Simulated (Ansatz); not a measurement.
**BSi2+ (triplet): wave-function methods side by side, cc-pVDZ**

The task here is to estimate one member of a computed series from the others.

Computed with Ansatz 0.2.0, Gaussian basis. Level: cc-pVDZ, core rule «outside noble gas», up to 11 orbitals frozen.

To be run: UHF; CCSD(T) on ROHF; CCSD(T) on UHF; BCCD(T) on ROHF; CISD as a restricted active space (open shells left free, so some higher excitations enter); CCSDT(Q) on ROHF; CCSDT(Q) on UHF; CASSCF and MRCISD+Q, 10 electrons in 10 orbitals; CASSCF and NEVPT2, 10 electrons in 10 orbitals.

20 further runs of the same task are left out: 9 that didn't finish, 11 set aside as unsound or not needed. Runs told in other sessions of the task aren't counted.

## What is computed

The geometry is a PBE0/def2-TZVP stationary point (not a proven minimum) of the parent state, kept for this charge and spin.

3 atoms, charge 1, spin multiplicity 3.

Atoms are counted from 1 here; the program's logs count them from 0.

Bond lengths: Si1–B2 1.955 Å, B2–Si3 1.955 Å. Angles: Si1–B2–Si3 180.0°.

Set-up of the first run:

in.yaml

```yaml
crystal:
  periodic: [false, false, false]
  atoms:
    - {symbol: Si, position_ang: [0.000000, 0.000000, 1.954501]}
    - {symbol: B, position_ang: [0.000000, 0.000000, 0.000000]}
    - {symbol: Si, position_ang: [0.000000, 0.000000, -1.954501]}
basis:
  gaussian: {orbitals: cc-pVDZ}
total_charge: 1
magnetization: {spin_polarized: true, initial_magnetization: 2}
hamiltonian: {xc: hf}
output: {orbitals: {seedname: orbitals}}
```

Launch:

```bash
$ ansatz run in.yaml --threads 1 --pin off --events-out ev --progress --plain --max-ram 2393MiB
```

Steps of the session up to this table: UHF; CCSD(T) on ROHF; CCSD(T) on UHF; BCCD(T) on ROHF; CISD as a restricted active space (open shells left free, so some higher excitations enter); CCSDT(Q) on ROHF; CCSDT(Q) on UHF; CASSCF and MRCISD+Q, 10 electrons in 10 orbitals; CASSCF and NEVPT2, 10 electrons in 10 orbitals.

One of the session's tables, all rows but one given; the rest of the session is left out.

It belongs to the step «Misses and costs». 

```
           method  from RCCSDT(Q) (meV)
             ROHF               +6357.9
              UHF               +6258.4
             RMP2               +1589.2
             UMP2               +1605.6
             CISD                +960.5
            RCCSD                +360.5
            UCCSD                     ?
         RCCSD(T)                 +90.6
         UCCSD(T)                 +91.8
          BCCD(T)                 +87.7
           RCCSDT                 +23.5
           UCCSDT                 +23.3
        RCCSDT(Q)                     0
        UCCSDT(Q)                  -0.7
  CASSCF frontier               +4432.5
  MRCISD frontier                +525.9
MRCISD+Q frontier                +110.5
```

Estimate the missing values for UCCSD.

**Answer.** from RCCSDT(Q) (meV): +357.9. In the column «from RCCSDT(Q) (meV)» it lies between MRCISD+Q frontier (+110.5) and RCCSD (+360.5).

Not comparable, so not listed: CASSCF and NEVPT2, 10 electrons in 10 orbitals (they don't share determinant, frozen orbitals or solution with the rows shown, or repeat one).

To keep in mind: Restricted and unrestricted rows rest on different reference determinants; a gap between their highest levels can come from leftover correlation error, from unlike frozen cores or from another state. Warnings in the runs' records: passed over end.
